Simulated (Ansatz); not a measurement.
Geometry optimisation, RKS PBE-D4/6-31G* (Ansatz).

input.yaml

```yaml
crystal:
  periodic: [false, false, false]
  atoms:
    - { symbol: Al, position_ang: [0.0, 0.0, 0.0] }
    - { symbol: F, position_ang: [0.0, 0.0, 1.69] }
    - { symbol: O, position_ang: [1.5415, 0.0, -0.89] }
    - { symbol: H, position_ang: [1.8414, -0.9519, -1.0449] }
    - { symbol: H, position_ang: [-1.351, 0.0, -0.78] }
basis:
  gaussian: { orbitals: "6-31G*" }
hamiltonian:
  xc: pbe
  dispersion: d4
relax:
  f_tol: 0.02
  max_steps: 40
```

Launched with:

```bash
$ ansatz run input.yaml --threads 1 --pin off --max-ram 2048MiB --backend cpu --events-out ev --progress --plain --runs-dir out
```

**Question.** Where does it end, and by what steps?

**Answer.** It converged. After 7 steps the energy has fallen by 0.283 eV; H4 moved furthest, 0.55 Å.

```json
{"step": "0", "energy less start (eV)": "0.0000", "largest force component (eV/Å)": "1.439", "accepted": "yes"}
{"step": "1", "energy less start (eV)": "-0.0628", "largest force component (eV/Å)": "0.817", "accepted": "yes"}
{"step": "2", "energy less start (eV)": "-0.0957", "largest force component (eV/Å)": "0.363", "accepted": "yes"}
{"step": "3", "energy less start (eV)": "-0.1344", "largest force component (eV/Å)": "0.553", "accepted": "yes"}
{"step": "4", "energy less start (eV)": "-0.2195", "largest force component (eV/Å)": "0.998", "accepted": "yes"}
{"step": "5", "energy less start (eV)": "-0.2817", "largest force component (eV/Å)": "0.115", "accepted": "yes"}
{"step": "6", "energy less start (eV)": "-0.2832", "largest force component (eV/Å)": "0.036", "accepted": "yes"}
{"step": "7", "energy less start (eV)": "-0.2834", "largest force component (eV/Å)": "0.010", "accepted": "yes"}
```

```xyz
5
Properties=species:S:1:pos:R:3
Al -0.056 -0.077 -0.070
F 0.134 -0.092 1.588
O 1.272 -0.415 -1.105
H 2.144 -0.619 -0.721
H -1.463 0.250 -0.716
```

Time of the run: 18 s on 1 thread of Arm Neoverse N1 (shared host), peak memory 0.12 GiB.
